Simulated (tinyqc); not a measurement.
Coupled-perturbed Hartree-Fock on RHF in the sto-3g basis, for NH3, spin multiplicity 1, step by step (part 1 of 3). Computed by tinyqc, a small Python program that keeps every step (integrals from PySCF). Settings: charge = 0, multiplicity = 1, basis = sto-3g, method = RHF, energy threshold = 1e-10, iteration cap = 64, orthogonalisation = symmetric, start = atomic densities, DIIS depth = 6. Command: `OMP_NUM_THREADS=1 python tinyqc.py 28623 28624 out.jsonl` (the two numbers bound the seeds that draw the settings). One thread of a shared host (Intel(R) Xeon(R) Processor @ 2.60GHz), about 0.2 s of CPU time with the checks. Later iterations appear only in the table of the cycle.

## One-electron integrals

Geometry (angstrom):
```
atom          x          y         z
N      0.000000   0.000000  0.527000
H      1.002000   0.000000  0.000000
H     -0.501000   0.868000  0.000000
H     -0.501000  -0.868000  0.000000
```

Basis sto-3g: exponents (1/bohr^2) and contraction coefficients of normalised primitives:
```
element  l (shell)   exponent  coefficient
N            s (1)  99.106169     0.154329
N            s (1)  18.052312     0.535328
N            s (1)   4.885660     0.444635
N            s (2)   3.780456    -0.099967
N            s (2)   0.878497     0.399513
N            s (2)   0.285714     0.700115
N            p (3)   3.780456     0.155916
N            p (3)   0.878497     0.607684
N            p (3)   0.285714     0.391957
H            s (1)   3.425251     0.154329
H            s (1)   0.623914     0.535328
H            s (1)   0.168855     0.444635
```

Overlap, kinetic and nuclear-attraction integrals over the contracted functions; the nuclear repulsion is the sum of Za Zb / Rab.

nuclear repulsion = 10.72923843 hartree

overlap S, order 1N 1s, 1N 2s, 1N 2px, 1N 2py, 1N 2pz, 2H 1s, 3H 1s, 4H 1s:
```
[[1.000000, 0.235038, 0.000000, 0.000000, 0.000000, 0.043976, 0.043957, 0.043957],
 [0.235038, 1.000000, 0.000000, 0.000000, 0.000000, 0.422881, 0.422774, 0.422774],
 [0.000000, 0.000000, 1.000000, 0.000000, 0.000000, 0.350228, -0.175054, -0.175054],
 [0.000000, 0.000000, 0.000000, 1.000000, 0.000000, 0.000000, 0.303287, -0.303287],
 [0.000000, 0.000000, 0.000000, 0.000000, 1.000000, -0.184202, -0.184138, -0.184138],
 [0.043976, 0.422881, 0.350228, 0.000000, -0.184202, 1.000000, 0.181202, 0.181202],
 [0.043957, 0.422774, -0.175054, 0.303287, -0.184138, 0.181202, 1.000000, 0.181101],
 [0.043957, 0.422774, -0.175054, -0.303287, -0.184138, 0.181202, 0.181101, 1.000000]]
```

kinetic energy T (hartree), order 1N 1s, 1N 2s, 1N 2px, 1N 2py, 1N 2pz, 2H 1s, 3H 1s, 4H 1s:
```
[[21.990753, -0.128416, 0.000000, 0.000000, 0.000000, -0.010132, -0.010134, -0.010134],
 [-0.128416, 0.606994, 0.000000, 0.000000, 0.000000, 0.079847, 0.079788, 0.079788],
 [0.000000, 0.000000, 1.899358, 0.000000, 0.000000, 0.182375, -0.091124, -0.091124],
 [0.000000, 0.000000, 0.000000, 1.899358, 0.000000, 0.000000, 0.157876, -0.157876],
 [0.000000, 0.000000, 0.000000, 0.000000, 1.899358, -0.095920, -0.095853, -0.095853],
 [-0.010132, 0.079847, 0.182375, 0.000000, -0.095920, 0.760032, -0.004055, -0.004055],
 [-0.010134, 0.079788, -0.091124, 0.157876, -0.095853, -0.004055, 0.760032, -0.004068],
 [-0.010134, 0.079788, -0.091124, -0.157876, -0.095853, -0.004055, -0.004068, 0.760032]]
```

nuclear attraction V (hartree), order 1N 1s, 1N 2s, 1N 2px, 1N 2py, 1N 2pz, 2H 1s, 3H 1s, 4H 1s:
```
[[-47.588054, -5.762491, -0.000006, 0.000000, 0.017670, -1.101556, -1.101067, -1.101067],
 [-5.762491, -8.250525, -0.000059, 0.000000, 0.212035, -2.817275, -2.816388, -2.816388],
 [-0.000006, -0.000059, -8.212437, 0.000000, 0.000030, -2.102719, 1.050896, 1.050896],
 [0.000000, 0.000000, 0.000000, -8.212448, 0.000000, 0.000000, -1.820750, 1.820750],
 [0.017670, 0.212035, 0.000030, 0.000000, -8.158658, 1.164436, 1.163952, 1.163952],
 [-1.101556, -2.817275, -2.102719, 0.000000, 1.164436, -5.047702, -0.995000, -0.995000],
 [-1.101067, -2.816388, 1.050896, -1.820750, 1.163952, -0.995000, -5.047155, -0.994435],
 [-1.101067, -2.816388, 1.050896, 1.820750, 1.163952, -0.995000, -0.994435, -5.047155]]
```

core Hamiltonian H = T + V (hartree), order 1N 1s, 1N 2s, 1N 2px, 1N 2py, 1N 2pz, 2H 1s, 3H 1s, 4H 1s:
```
[[-25.597301, -5.890907, -0.000006, 0.000000, 0.017670, -1.111688, -1.111201, -1.111201],
 [-5.890907, -7.643531, -0.000059, 0.000000, 0.212035, -2.737428, -2.736600, -2.736600],
 [-0.000006, -0.000059, -6.313079, 0.000000, 0.000030, -1.920344, 0.959772, 0.959772],
 [0.000000, 0.000000, 0.000000, -6.313090, 0.000000, 0.000000, -1.662874, 1.662874],
 [0.017670, 0.212035, 0.000030, 0.000000, -6.259300, 1.068516, 1.068099, 1.068099],
 [-1.111688, -2.737428, -1.920344, 0.000000, 1.068516, -4.287670, -0.999055, -0.999055],
 [-1.111201, -2.736600, 0.959772, -1.662874, 1.068099, -0.999055, -4.287123, -0.998503],
 [-1.111201, -2.736600, 0.959772, 1.662874, 1.068099, -0.999055, -0.998503, -4.287123]]
```

## Two-electron integrals

Functions are numbered as in S; the eight-fold symmetry (ij|kl) = (ji|kl) = (kl|ij) leaves the list below.

Two-electron integrals (ij|kl) in chemists' order, unique and non-zero (hartree):
```
(11|11) 4.166630    (21|11) 0.640849    (21|21) 0.117461    (22|11) 0.969864
(22|21) 0.220936    (22|22) 0.708245    (31|31) 0.020960    (32|31) 0.032452
(32|32) 0.156449    (33|11) 0.967124    (33|21) 0.220977    (33|22) 0.708086
(33|33) 0.762805    (41|41) 0.020960    (42|41) 0.032452    (42|42) 0.156449
(43|43) 0.041119    (44|11) 0.967124    (44|21) 0.220977    (44|22) 0.708086
(44|33) 0.680568    (44|44) 0.762805    (51|51) 0.020960    (52|51) 0.032452
(52|52) 0.156449    (53|53) 0.041119    (54|54) 0.041119    (55|11) 0.967124
(55|21) 0.220977    (55|22) 0.708086    (55|33) 0.680568    (55|44) 0.680568
(55|55) 0.762805    (61|11) 0.121200    (61|21) 0.022054    (61|22) 0.041303
(61|31) 0.001019    (61|32) 0.001921    (61|33) 0.041450    (61|44) 0.041198
(61|51) -0.000536   (61|52) -0.001011   (61|53) -0.000132   (61|55) 0.041268
(61|61) 0.004210    (62|11) 0.306379    (62|21) 0.070706    (62|22) 0.251643
(62|31) 0.005245    (62|32) 0.040505    (62|33) 0.258543    (62|44) 0.246391
(62|51) -0.002759   (62|52) -0.021303   (62|53) -0.006391   (62|55) 0.249752
(62|61) 0.013663    (62|62) 0.115498    (63|11) 0.217666    (63|21) 0.050850
(63|22) 0.192628    (63|31) 0.010356    (63|32) 0.070318    (63|33) 0.208363
(63|44) 0.183442    (63|51) -0.001728   (63|52) -0.015228   (63|53) -0.008856
(63|55) 0.185864    (63|61) 0.010245    (63|62) 0.106162    (63|63) 0.111032
(64|41) 0.007070    (64|42) 0.041365    (64|43) 0.008082    (64|54) -0.004251
(64|64) 0.014960    (65|11) -0.114481   (65|21) -0.026744   (65|22) -0.101312
(65|31) -0.001728   (65|32) -0.015228   (65|33) -0.101086   (65|44) -0.096481
(65|51) 0.007979    (65|52) 0.049374    (65|53) 0.010505    (65|55) -0.106257
(65|61) -0.005388   (65|62) -0.055836   (65|63) -0.050528   (65|65) 0.041536
(66|11) 0.458455    (66|21) 0.107488    (66|22) 0.437971    (66|31) 0.009903
(66|32) 0.105157    (66|33) 0.465061    (66|44) 0.417573    (66|51) -0.005208
(66|52) -0.055307   (66|53) -0.024976   (66|55) 0.430709    (66|61) 0.020977
(66|62) 0.257081    (66|63) 0.264603    (66|65) -0.139168   (66|66) 0.774606
(71|11) 0.121146    (71|21) 0.022045    (71|22) 0.041285    (71|31) -0.000509
(71|32) -0.000960   (71|33) 0.041243    (71|41) 0.000882    (71|42) 0.001663
(71|43) -0.000109   (71|44) 0.041369    (71|51) -0.000536   (71|52) -0.001010
(71|53) 0.000066    (71|54) -0.000114   (71|55) 0.041250    (71|61) 0.004128
(71|62) 0.013135    (71|63) 0.009233    (71|64) 0.000362    (71|65) -0.005186
(71|66) 0.019937    (71|71) 0.004206    (72|11) 0.306282    (72|21) 0.070684
(72|22) 0.251568    (72|31) -0.002621   (72|32) -0.020244   (72|33) 0.249354
(72|41) 0.004542    (72|42) 0.035073    (72|43) -0.005261   (72|44) 0.255432
(72|51) -0.002757   (72|52) -0.021294   (72|53) 0.003194    (72|54) -0.005534
(72|55) 0.249677    (72|61) 0.013137    (72|62) 0.089586    (72|63) 0.063376
(72|64) 0.009706    (72|65) -0.042172   (72|66) 0.160347    (72|71) 0.013653
(72|72) 0.115436    (73|11) -0.108788   (73|21) -0.025414   (73|22) -0.096275
(73|31) 0.007888    (73|32) 0.048586    (73|33) -0.100857   (73|41) -0.001422
(73|42) -0.012534   (73|43) 0.008893    (73|44) -0.094968   (73|51) 0.000864
(73|52) 0.007610    (73|53) -0.005399   (73|54) 0.001993    (73|55) -0.092895
(73|61) -0.004303   (73|62) -0.023280   (73|63) -0.005955   (73|64) -0.001902
(73|65) 0.010711    (73|66) -0.031667   (73|71) -0.005118   (73|72) -0.053047
(73|73) 0.038951    (74|11) 0.188478    (74|21) 0.044031    (74|22) 0.166800
(74|31) -0.001422   (74|32) -0.012534   (74|33) 0.160741    (74|41) 0.009532
(74|42) 0.063066    (74|43) -0.007323   (74|44) 0.178531    (74|51) -0.001496
(74|52) -0.013184   (74|53) 0.001993    (74|54) -0.007703   (74|55) 0.160943
(74|61) 0.008179    (74|62) 0.059748    (74|63) 0.041970    (74|64) 0.017173
(74|65) -0.027590   (74|66) 0.107529    (74|71) 0.008867    (74|72) 0.091905
(74|73) -0.041581   (74|74) 0.086991    (75|11) -0.114433   (75|21) -0.026733
(75|22) -0.101272   (75|31) 0.000864    (75|32) 0.007610    (75|33) -0.097593
(75|41) -0.001496   (75|42) -0.013184   (75|43) 0.001993    (75|44) -0.099896
(75|51) 0.007976    (75|52) 0.049356    (75|53) -0.005250   (75|54) 0.009095
(75|55) -0.106213   (75|61) -0.005186   (75|62) -0.042169   (75|63) -0.029244
(75|64) -0.004515   (75|65) 0.030609    (75|66) -0.081273   (75|71) -0.005384
(75|72) -0.055800   (75|73) 0.025245    (75|74) -0.043738   (75|75) 0.041507
(76|11) 0.102021    (76|21) 0.023740    (76|22) 0.090900    (76|31) 0.000682
(76|32) 0.006120    (76|33) 0.090443    (76|41) 0.001182    (76|42) 0.010602
(76|43) 0.000339    (76|44) 0.090835    (76|51) -0.001435   (76|52) -0.012874
(76|53) -0.001444   (76|54) -0.002500   (76|55) 0.091322    (76|61) 0.004533
(76|62) 0.040621    (76|63) 0.034514    (76|64) 0.003949    (76|65) -0.021749
(76|66) 0.091024    (76|71) 0.004531    (76|72) 0.040611    (76|73) -0.013833
(76|74) 0.031863    (76|75) -0.021742   (76|76) 0.017745    (77|11) 0.458386
(77|21) 0.107472    (77|22) 0.437917    (77|31) -0.004949   (77|32) -0.052561
(77|33) 0.429388    (77|41) 0.008575    (77|42) 0.091064    (77|43) -0.020559
(77|44) 0.453141    (77|51) -0.005206   (77|52) -0.055289   (77|53) 0.012482
(77|54) -0.021625   (77|55) 0.430652    (77|61) 0.019942    (77|62) 0.160376
(77|63) 0.108965    (77|64) 0.026333    (77|65) -0.081292   (77|66) 0.302206
(77|71) 0.020965    (77|72) 0.257000    (77|73) -0.132246   (77|74) 0.229120
(77|75) -0.139109   (77|76) 0.091024    (77|77) 0.774606    (81|11) 0.121146
(81|21) 0.022045    (81|22) 0.041285    (81|31) -0.000509   (81|32) -0.000960
(81|33) 0.041243    (81|41) -0.000882   (81|42) -0.001663   (81|43) 0.000109
(81|44) 0.041369    (81|51) -0.000536   (81|52) -0.001010   (81|53) 0.000066
(81|54) 0.000114    (81|55) 0.041250    (81|61) 0.004128    (81|62) 0.013135
(81|63) 0.009233    (81|64) -0.000362   (81|65) -0.005186   (81|66) 0.019937
(81|71) 0.004126    (81|72) 0.013131    (81|73) -0.004928   (81|74) 0.007813
(81|75) -0.005184   (81|76) 0.004397    (81|77) 0.019933    (81|81) 0.004206
(82|11) 0.306282    (82|21) 0.070684    (82|22) 0.251568    (82|31) -0.002621
(82|32) -0.020244   (82|33) 0.249354    (82|41) -0.004542   (82|42) -0.035073
(82|43) 0.005261    (82|44) 0.255432    (82|51) -0.002757   (82|52) -0.021294
(82|53) 0.003194    (82|54) 0.005534    (82|55) 0.249677    (82|61) 0.013137
(82|62) 0.089586    (82|63) 0.063376    (82|64) -0.009706   (82|65) -0.042172
(82|66) 0.160347    (82|71) 0.013131    (82|72) 0.089555    (82|73) -0.040074
(82|74) 0.050025    (82|75) -0.042154   (82|76) 0.032623    (82|77) 0.160318
(82|81) 0.013653    (82|82) 0.115436    (83|11) -0.108788   (83|21) -0.025414
(83|22) -0.096275   (83|31) 0.007888    (83|32) 0.048586    (83|33) -0.100857
(83|41) 0.001422    (83|42) 0.012534    (83|43) -0.008893   (83|44) -0.094968
(83|51) 0.000864    (83|52) 0.007610    (83|53) -0.005399   (83|54) -0.001993
(83|55) -0.092895   (83|61) -0.004303   (83|62) -0.023280   (83|63) -0.005955
(83|64) 0.001902    (83|65) 0.010711    (83|66) -0.031667   (83|71) -0.004928
(83|72) -0.040074   (83|73) 0.028720    (83|74) -0.021927   (83|75) 0.018523
(83|76) -0.010958   (83|77) -0.077246   (83|81) -0.005118   (83|82) -0.053047
(83|83) 0.038951    (84|11) -0.188478   (84|21) -0.044031   (84|22) -0.166800
(84|31) 0.001422    (84|32) 0.012534    (84|33) -0.160741   (84|41) 0.009532
(84|42) 0.063066    (84|43) -0.007323   (84|44) -0.178531   (84|51) 0.001496
(84|52) 0.013184    (84|53) -0.001993   (84|54) -0.007703   (84|55) -0.160943
(84|61) -0.008179   (84|62) -0.059748   (84|63) -0.041970   (84|64) 0.017173
(84|65) 0.027590    (84|66) -0.107529   (84|71) -0.007813   (84|72) -0.050025
(84|73) 0.021927    (84|74) -0.017528   (84|75) 0.023065    (84|76) -0.018986
(84|77) -0.081190   (84|81) -0.008867   (84|82) -0.091905   (84|83) 0.041581
(84|84) 0.086991    (85|11) -0.114433   (85|21) -0.026733   (85|22) -0.101272
(85|31) 0.000864    (85|32) 0.007610    (85|33) -0.097593   (85|41) 0.001496
(85|42) 0.013184    (85|43) -0.001993   (85|44) -0.099896   (85|51) 0.007976
(85|52) 0.049356    (85|53) -0.005250   (85|54) -0.009095   (85|55) -0.106213
(85|61) -0.005186   (85|62) -0.042169   (85|63) -0.029244   (85|64) 0.004515
(85|65) 0.030609    (85|66) -0.081273   (85|71) -0.005184   (85|72) -0.042154
(85|73) 0.018523    (85|74) -0.023065   (85|75) 0.030596    (85|76) -0.016974
(85|77) -0.081255   (85|81) -0.005384   (85|82) -0.055800   (85|83) 0.025245
(85|84) 0.043738    (85|85) 0.041507    (86|11) 0.102021    (86|21) 0.023740
(86|22) 0.090900    (86|31) 0.000682    (86|32) 0.006120    (86|33) 0.090443
(86|41) -0.001182   (86|42) -0.010602   (86|43) -0.000339   (86|44) 0.090835
(86|51) -0.001435   (86|52) -0.012874   (86|53) -0.001444   (86|54) 0.002500
(86|55) 0.091322    (86|61) 0.004533    (86|62) 0.040621    (86|63) 0.034514
(86|64) -0.003949   (86|65) -0.021749   (86|66) 0.091024    (86|71) 0.004397
(86|72) 0.032623    (86|73) -0.010958   (86|74) 0.018986    (86|75) -0.016974
(86|76) 0.014522    (86|77) 0.060164    (86|81) 0.004531    (86|82) 0.040611
(86|83) -0.013833   (86|84) -0.031863   (86|85) -0.021742   (86|86) 0.017745
(87|11) 0.101965    (87|21) 0.023727    (87|22) 0.090849    (87|31) -0.001364
(87|32) -0.012232   (87|33) 0.090979    (87|44) 0.090197    (87|51) -0.001435
(87|52) -0.012867   (87|53) 0.002885    (87|55) 0.091271    (87|61) 0.004396
(87|62) 0.032615    (87|63) 0.021914    (87|65) -0.016972   (87|66) 0.060140
(87|71) 0.004529    (87|72) 0.040586    (87|73) -0.020657   (87|74) 0.027898
(87|75) -0.021729   (87|76) 0.014514    (87|77) 0.090964    (87|81) 0.004529
(87|82) 0.040586    (87|83) -0.020657   (87|84) -0.027898   (87|85) -0.021729
(87|86) 0.014514    (87|87) 0.017724    (88|11) 0.458386    (88|21) 0.107472
(88|22) 0.437917    (88|31) -0.004949   (88|32) -0.052561   (88|33) 0.429388
(88|41) -0.008575   (88|42) -0.091064   (88|43) 0.020559    (88|44) 0.453141
(88|51) -0.005206   (88|52) -0.055289   (88|53) 0.012482    (88|54) 0.021625
(88|55) 0.430652    (88|61) 0.019942    (88|62) 0.160376    (88|63) 0.108965
(88|64) -0.026333   (88|65) -0.081292   (88|66) 0.302206    (88|71) 0.019933
(88|72) 0.160318    (88|73) -0.077246   (88|74) 0.081190    (88|75) -0.081255
(88|76) 0.060164    (88|77) 0.302146    (88|81) 0.020965    (88|82) 0.257000
(88|83) -0.132246   (88|84) -0.229120   (88|85) -0.139109   (88|86) 0.091024
(88|87) 0.090964    (88|88) 0.774606
```

## Orthogonalisation

S = U s U^T; symmetric (Loewdin) form X = U s^(-1/2) U^T, so that X^T S X = 1.

eigenvalues of S: [0.338740, 0.471023, 0.471083, 0.902454, 1.084018, 1.347741, 1.347816, 2.037124]

X, order 1N 1s, 1N 2s, 1N 2px, 1N 2py, 1N 2pz, 2H 1s, 3H 1s, 4H 1s:
```
[[1.024591, -0.147386, -0.000004, 0.000000, 0.010873, 0.020738, 0.020734, 0.020734],
 [-0.147386, 1.278197, 0.000053, 0.000000, -0.109330, -0.252596, -0.252493, -0.252493],
 [-0.000004, 0.000053, 1.097655, 0.000000, -0.000026, -0.237964, 0.118935, 0.118935],
 [0.000000, 0.000000, 0.000000, 1.097650, 0.000000, 0.000000, -0.206039, 0.206039],
 [0.010873, -0.109330, -0.000026, 0.000000, 1.046586, 0.108014, 0.107958, 0.107958],
 [0.020738, -0.252596, -0.237964, 0.000000, 0.108014, 1.174747, -0.046072, -0.046072],
 [0.020734, -0.252493, 0.118935, -0.206039, 0.107958, -0.046072, 1.174642, -0.046040],
 [0.020734, -0.252493, 0.118935, 0.206039, 0.107958, -0.046072, -0.046040, 1.174642]]
```

## Starting guess

The start is atomic minimal-basis densities projected into this basis (PySCF's MINAO start) and scaled to the electron count of each spin; this density is not idempotent, so its energy is not variational and may lie below the converged one.

D at the start, order 1N 1s, 1N 2s, 1N 2px, 1N 2py, 1N 2pz, 2H 1s, 3H 1s, 4H 1s:
```
[[2.127126, -0.477961, 0.000003, 0.000000, -0.011860, -0.013443, -0.013442, -0.013442],
 [-0.477961, 2.059740, -0.000011, 0.000000, 0.048499, 0.043532, 0.043537, 0.043537],
 [0.000003, -0.000011, 0.935710, 0.000000, 0.000009, 0.059692, -0.029854, -0.029854],
 [0.000000, 0.000000, 0.000000, 0.935699, 0.000000, 0.000000, 0.051706, -0.051706],
 [-0.011860, 0.048499, 0.000009, 0.000000, 0.965111, -0.011696, -0.011698, -0.011698],
 [-0.013443, 0.043532, 0.059692, 0.000000, -0.011696, 0.964131, 0.058549, 0.058549],
 [-0.013442, 0.043537, -0.029854, 0.051706, -0.011698, 0.058549, 0.964132, 0.058524],
 [-0.013442, 0.043537, -0.029854, -0.051706, -0.011698, 0.058549, 0.058524, 0.964132]]
```

## Iteration 1: building the Fock matrix

J_ij = sum D_kl (ij|kl), K_ij = sum D_kl (ik|jl); F = H + J - 0.5 K; E = tr D H + tr D J / 2 - 0.25 tr D K + E_nn.

Coulomb J (hartree), order 1N 1s, 1N 2s, 1N 2px, 1N 2py, 1N 2pz, 2H 1s, 3H 1s, 4H 1s:
```
[[14.509239, 2.688739, 0.000004, 0.000000, -0.014770, 0.506070, 0.505846, 0.505846],
 [2.688739, 6.756220, 0.000033, 0.000000, -0.164450, 2.440053, 2.439325, 2.439325],
 [0.000004, 0.000033, 6.759705, 0.000000, -0.000012, 1.876291, -0.937756, -0.937756],
 [0.000000, 0.000000, 0.000000, 6.759721, 0.000000, 0.000000, 1.624718, -1.624718],
 [-0.014770, -0.164450, -0.000012, 0.000000, 6.727904, -1.034651, -1.034240, -1.034240],
 [0.506070, 2.440053, 1.876291, 0.000000, -1.034651, 4.482120, 0.898917, 0.898917],
 [0.505846, 2.439325, -0.937756, 1.624718, -1.034240, 0.898917, 4.481658, 0.898409],
 [0.505846, 2.439325, -0.937756, -1.624718, -1.034240, 0.898917, 0.898409, 4.481658]]
```

exchange K (hartree), order 1N 1s, 1N 2s, 1N 2px, 1N 2py, 1N 2pz, 2H 1s, 3H 1s, 4H 1s:
```
[[8.561751, 1.437499, 0.000009, 0.000000, -0.017872, 0.303206, 0.303076, 0.303076],
 [1.437499, 2.382658, 0.000065, 0.000000, -0.166503, 1.062092, 1.061789, 1.061789],
 [0.000009, 0.000065, 1.364954, 0.000000, -0.000034, 0.558678, -0.279197, -0.279197],
 [0.000000, 0.000000, 0.000000, 1.364964, 0.000000, 0.000000, 0.483780, -0.483780],
 [-0.017872, -0.166503, -0.000034, 0.000000, 1.303249, -0.355345, -0.355216, -0.355216],
 [0.303206, 1.062092, 0.558678, 0.000000, -0.355345, 1.251738, 0.455203, 0.455203],
 [0.303076, 1.061789, -0.279197, 0.483780, -0.355216, 0.455203, 1.251506, 0.454982],
 [0.303076, 1.061789, -0.279197, -0.483780, -0.355216, 0.455203, 0.454982, 1.251506]]
```

Fock matrix F (hartree), order 1N 1s, 1N 2s, 1N 2px, 1N 2py, 1N 2pz, 2H 1s, 3H 1s, 4H 1s:
```
[[-15.368938, -3.920918, -0.000006, 0.000000, 0.011836, -0.757221, -0.756893, -0.756893],
 [-3.920918, -2.078640, -0.000058, 0.000000, 0.130836, -0.828421, -0.828170, -0.828170],
 [-0.000006, -0.000058, -0.235851, 0.000000, 0.000034, -0.323392, 0.161614, 0.161614],
 [0.000000, 0.000000, 0.000000, -0.235851, 0.000000, 0.000000, -0.280046, 0.280046],
 [0.011836, 0.130836, 0.000034, 0.000000, -0.183020, 0.211538, 0.211466, 0.211466],
 [-0.757221, -0.828421, -0.323392, 0.000000, 0.211538, -0.431418, -0.327739, -0.327739],
 [-0.756893, -0.828170, 0.161614, -0.280046, 0.211466, -0.327739, -0.431218, -0.327585],
 [-0.756893, -0.828170, 0.161614, 0.280046, 0.211466, -0.327739, -0.327585, -0.431218]]
```

total energy of this density = -55.27819454 hartree

This density is the starting one; it is not idempotent, so its energy is not variational and may lie below the converged one.
